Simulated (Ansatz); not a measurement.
Species, as SMILES: ClCl (Cl2).
Atoms: Cl1, Cl2. Bonds: Cl1-Cl2.

Basis-set convergence of the highest harmonic wavenumber at CCSD(T) with Ansatz (a first-principles code). Each level at its own minimum, finite differences of forces, unscaled; the reference is a large set that could be run, not a limit. All functions are spherical. Cores are frozen. No added dispersion term, no relativity. Reference: the value in def2-QZVPP, 554 cm⁻¹, itself unsure by roughly 8 cm⁻¹ (its mean distance from cc-pV(Q+d)Z, aug-cc-pV(T+d)Z, def2-TZVPPD). Deviations are taken from unrounded values. Cost is core time over that of def2-TZVP, rough, on shared machines of one kind.

| basis | functions | highest harmonic wavenumber (cm⁻¹) | minus reference (cm⁻¹) | cost |
|---|---|---|---|---|
| def2-SVP | 36 | 477 | -77 | 0.1× |
| def2-TZVP | 74 | 542 | -13 | 1× |
| def2-TZVPP | 84 | 542 | -12 | 2× |
| def2-TZVPPD | 102 | 544 | -10 | 3× |
| def2-QZVPP | 140 | 554 | 0 | 10× |

The smallest set listed that lies within 50 cm⁻¹ of the reference with all its larger relatives (same family, alike in diffuse functions; a set with none counts only in the reference's own line) is def2-TZVP (74 functions, 1× in cost, -13 cm⁻¹ off). Inside, with no larger relative to test it: def2-TZVPPD.
